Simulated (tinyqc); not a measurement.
Inside a calculation. Method: Pariser-Parr-Pople SCF with singles CI, for the molecule C=CC(=O)O (SMILES; centres numbered as the heavy atoms are written). Computed by tinyqc, a small Python program that keeps every step. Settings: charge = 0, gamma = MN, start = huckel, damping = 0, iteration cap = 62, excitations kept = 4. Command: `OMP_NUM_THREADS=1 python tinyqc.py 29280 29281 out.jsonl` (the two numbers bound the seeds that draw the settings). One thread of a shared host (Intel(R) Xeon(R) Processor @ 2.60GHz), about 0.01 s of CPU time with the checks. Later iterations appear only in the table of the cycle.

## PPP integrals

Centres (angstrom, eV; a flat drawing with bonds scaled to 1.40 angstrom):
```
centre        x        y  core charge z        W  gamma_rr
1C      -1.9400   0.0000              1  10.1600    9.8800
2C      -0.7270   0.7000              1  10.1600    9.8800
3C       0.4850   0.0000              1  10.1600    9.8800
4O       0.4850  -1.4000              1  19.5700   14.0100
5O       1.6970   0.7000              2  32.0400   22.9000
```

Resonance integrals (eV):
```
i  j     beta
1  2  -2.4000
2  3  -2.4000
3  4  -2.5200
3  5  -2.3100
```

Mataga-Nishimoto: gamma = 14.399645/(R + a), a = 2 x 14.399645/(gamma_rr + gamma_ss); H_rr = -W_r - sum_(s != r) z_s gamma_rs; H_rs = beta for bonds.

repulsion gamma_rs (eV), order 1C, 2C, 3C, 4O, 5O:
```
[[9.8800, 5.0385, 3.7089, 3.5949, 3.1424],
 [5.0385, 9.8800, 5.0400, 3.9667, 4.3601],
 [3.7089, 5.0400, 9.8800, 5.5266, 6.3207],
 [3.5949, 3.9667, 5.5266, 14.0100, 4.4930],
 [3.1424, 4.3601, 6.3207, 4.4930, 22.9000]]
```

core matrix H (eV), order 1C, 2C, 3C, 4O, 5O:
```
[[-28.7871, -2.4000, 0.0000, 0.0000, 0.0000],
 [-2.4000, -32.9254, -2.4000, 0.0000, 0.0000],
 [0.0000, -2.4000, -37.0769, -2.5200, -2.3100],
 [0.0000, 0.0000, -2.5200, -41.6442, 0.0000],
 [0.0000, 0.0000, -2.3100, 0.0000, -50.3562]]
```

## Starting guess

pi electrons, sum of z_r less the charge = 6

Orbitals of the Hueckel matrix of the beta values.

P at the start, order 1C, 2C, 3C, 4O, 5O:
```
[[1.0000, 0.9244, 0.0000, -0.2811, -0.2577],
 [0.9244, 1.0000, 0.3813, 0.0000, 0.0000],
 [0.0000, 0.3813, 1.0000, 0.6815, 0.6247],
 [-0.2811, 0.0000, 0.6815, 1.4566, -0.4981],
 [-0.2577, 0.0000, 0.6247, -0.4981, 1.5434]]
```

## Iteration 1: Fock matrix

F_rr = H_rr + P_rr gamma_rr / 2 + sum_(s != r) P_ss gamma_rs; F_rs = H_rs - P_rs gamma_rs / 2; E = tr P (H + F) / 2 + core repulsion sum_(r<s) z_r z_s gamma_rs.

F (eV), order 1C, 2C, 3C, 4O, 5O:
```
[[-5.0134, -4.7289, 0.0000, 0.5052, 0.4048],
 [-4.7289, -5.3997, -3.3609, 0.0000, 0.0000],
 [0.0000, -3.3609, -5.5826, -4.4031, -4.2842],
 [0.5052, 0.0000, -4.4031, -11.4180, 1.1190],
 [0.4048, 0.0000, -4.2842, 1.1190, -12.3166]]
```

pi energy = -99.3220 eV

## Iteration 1: orbitals and new P

Diagonalise F (the basis is taken as orthonormal) and form P = 2 sum c c over the lowest orbitals.

orbital energies (eV): [-15.2683, -12.9582, -10.3104, -2.2723, 1.0789]

P after iteration 1, order 1C, 2C, 3C, 4O, 5O:
```
[[0.8546, 0.9203, 0.1783, -0.2407, -0.2054],
 [0.9203, 1.0467, 0.3816, -0.0485, -0.0540],
 [0.1783, 0.3816, 0.6841, 0.6313, 0.5695],
 [-0.2407, -0.0485, 0.6313, 1.6757, -0.2909],
 [-0.2054, -0.0540, 0.5695, -0.2909, 1.7389]]
```

## Iteration 2: Fock matrix

As before.

F (eV), order 1C, 2C, 3C, 4O, 5O:
```
[[-5.2660, -4.7184, -0.3307, 0.4326, 0.3227],
 [-4.7184, -5.7722, -3.3615, 0.0963, 0.1177],
 [-0.3307, -3.3615, -5.0005, -4.2644, -4.1098],
 [0.4326, 0.0963, -4.2644, -11.0882, 0.6536],
 [0.3227, 0.1177, -4.1098, 0.6536, -11.3437]]
```

pi energy = -100.6333 eV

## Iteration 2: orbitals and new P

As before.

orbital energies (eV): [-14.7344, -11.8723, -10.6285, -2.1798, 0.9444]

P after iteration 2, order 1C, 2C, 3C, 4O, 5O:
```
[[0.8348, 0.9187, 0.2047, -0.2208, -0.1949],
 [0.9187, 1.0519, 0.3811, -0.0591, -0.0668],
 [0.2047, 0.3811, 0.6481, 0.6044, 0.5689],
 [-0.2208, -0.0591, 0.6044, 1.7151, -0.2667],
 [-0.1949, -0.0668, 0.5689, -0.2667, 1.7502]]
```

## Iteration 3: Fock matrix

As before.

F (eV), order 1C, 2C, 3C, 4O, 5O:
```
[[-5.2944, -4.7145, -0.3796, 0.3969, 0.3062],
 [-4.7145, -5.8226, -3.3605, 0.1172, 0.1456],
 [-0.3796, -3.3605, -4.9369, -4.1901, -4.1080],
 [0.3969, 0.1172, -4.1901, -11.0115, 0.5992],
 [0.3062, 0.1456, -4.1080, 0.5992, -11.3052]]
```

pi energy = -100.6641 eV

## Iteration 3: orbitals and new P

As before.

orbital energies (eV): [-14.6682, -11.7582, -10.6653, -2.2005, 0.9216]

P after iteration 3, order 1C, 2C, 3C, 4O, 5O:
```
[[0.8295, 0.9181, 0.2109, -0.2157, -0.1925],
 [0.9181, 1.0534, 0.3813, -0.0624, -0.0706],
 [0.2109, 0.3813, 0.6421, 0.5980, 0.5696],
 [-0.2157, -0.0624, 0.5980, 1.7234, -0.2621],
 [-0.1925, -0.0706, 0.5696, -0.2621, 1.7515]]
```

## Convergence

Stop when output and input P, before any damping, agree to 1e-7.

Course of the cycle:
```
iteration       E (eV)  largest |P(out) - P(in)|
1           -99.321985                  3.16e-01
2          -100.633305                  3.94e-02
3          -100.664057                  8.36e-03
4          -100.665585                  1.97e-03
5          -100.665676                  4.80e-04
6          -100.665682                  1.19e-04
7          -100.665683                  3.20e-05
8          -100.665683                  8.75e-06
9          -100.665683                  2.41e-06
10         -100.665683                  6.73e-07
11         -100.665683                  1.90e-07
12         -100.665683                  5.46e-08
```

Converged in 12 iterations.

## Converged orbitals

Charges are z - P_rr.

orbital energies (eV): [-14.6488, -11.7276, -10.6755, -2.2078, 0.9178]

coefficients, order 1C, 2C, 3C, 4O, 5O:
```
[[0.1130, 0.0184, 0.6330, 0.6625, 0.3837],
 [0.2566, 0.0358, 0.6781, -0.3495, -0.5924],
 [0.5612, 0.0309, 0.0673, -0.5277, 0.6334],
 [0.5257, 0.7115, -0.2836, 0.2927, -0.2265],
 [0.5745, -0.7009, -0.2336, 0.2735, -0.2222]]
```

pi charges: [0.1723, -0.0538, 0.3592, -0.7260, 0.2483]

## Singles CI, singlets

Over the 4 single excitations with the smallest orbital gaps: A = (e_a - e_i) delta + 2 (ia|jb) - (ij|ab), with (pq|rs) = sum c_mp c_mq gamma_mn c_nr c_ns. f = 2/3 w |mu|^2 in atomic units, mu = sqrt2 sum c_ia sum_m c_mi c_ma R_m.

singlet CI matrix (eV), order 3>4, 2>4, 3>5, 1>4:
```
[[5.4664, 0.2114, 0.5079, 0.0382],
 [0.2114, 6.2713, 0.0879, -0.0939],
 [0.5079, 0.0879, 8.0085, 0.2274],
 [0.0382, -0.0939, 0.2274, 8.7684]]
```

singlet excitation energies (eV): [5.3296, 6.2968, 8.0464, 8.8419]

oscillator strengths: [0.4893, 0.3451, 0.2246, 0.1061]

## Singles CI, triplets

Over the 4 single excitations with the smallest orbital gaps: A = (e_a - e_i) delta - (ij|ab), with (pq|rs) = sum c_mp c_mq gamma_mn c_nr c_ns.

triplet CI matrix (eV), order 3>4, 2>4, 3>5, 1>4:
```
[[2.5739, -0.1298, -1.0385, -0.1059],
 [-0.1298, 4.0702, 0.0341, 0.2343],
 [-1.0385, 0.0341, 5.7512, -0.7284],
 [-0.1059, 0.2343, -0.7284, 6.8011]]
```

triplet excitation energies (eV): [2.2378, 4.0454, 5.6946, 7.2186]
